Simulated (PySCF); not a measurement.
Magnesium: a sound run and one with changed settings

Sound run: Mg [Ne] 3s2, Mg⁺ [Ne] 3s1. Computed with PySCF 2.14 in cc-pVTZ, with the non-relativistic Hamiltonian (point nucleus). In the sound run the correlated levels freeze [Ne]. The sound run starts from symmetry-adapted Hartree-Fock orbitals and uses a fine grid where one is needed.

Changed run: scalar relativity by spin-free X2C-1e. This setting is unsound on purpose.

```
species   method  sound run (hartree)  changed run (hartree)  converged
     Mg      UHF           -199.61335             -199.89293        yes
     Mg      LDA           -199.12898             -199.40800        yes
     Mg    M06-L           -200.05839             -200.33783        yes
     Mg      MP2           -199.63688             -199.91648        yes
     Mg  CCSD(T)           -199.64708             -199.92665        yes
    Mg⁺      UHF           -199.37053             -199.64977        yes
    Mg⁺      LDA           -198.84522             -199.12383        yes
    Mg⁺    M06-L           -199.78246             -200.06159         no
```

Ionisation energy of Mg:

| method | sound run (eV) | changed run (eV) |
| --- | --- | --- |
| UHF | 6.607 | 6.617 |
| LDA | 7.722 | 7.733 |
| MP2 | 7.248 | 7.257 |
| SCS-MP2 | 7.376 | 7.386 |
| CCSD | 7.525 | 7.534 |
| CCSD(T) | 7.525 | 7.534 |
| CCSDT | 7.525 | 7.534 |
| FCI | 7.525 | 7.534 |

Most of the change in total energy is the relativistic energy itself. On top of that the contraction fixes the core shape for the Hamiltonian it was made with, so the changed run is not a good calculation with the other Hamiltonian either.

For comparison, NIST gives 7.646 eV between the lowest levels.
